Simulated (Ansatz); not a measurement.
Two shapes of doublet SiHO.

Shape 1:

```xyz
3

H    -0.0326    0.2697   -1.3604
Si    0.0393   -0.5013    0.0221
O     0.0107    0.3068    1.3072
```

Shape 2:

```xyz
3

H     0.0000    0.2602   -1.3237
Si    0.0000   -0.5216   -0.0013
O     0.0000    0.2613    1.3250
```

Basis set: def2-SVP (spherical functions). Correlated methods keep 6 orbitals frozen. Correlation on ROHF uses semicanonical orbitals with singles. Charge 0, multiplicity 2.

Computed with Ansatz (development build ahead of 0.2.0); each method stands on the lowest determinant of its kind that the runs found.

Problem. Which shape is lower in energy, and by how much in each method?

Solution.

```json
{"method": "ROHF", "E(2) − E(1) (eV)": "-0.013"}
{"method": "UHF", "E(2) − E(1) (eV)": "-0.006"}
{"method": "ROHF-MP2", "E(2) − E(1) (eV)": "-0.057"}
{"method": "UHF-MP2", "E(2) − E(1) (eV)": "-0.049"}
{"method": "UHF-CCSD(T)", "E(2) − E(1) (eV)": "-0.047"}
```

Shape 2 is lower.
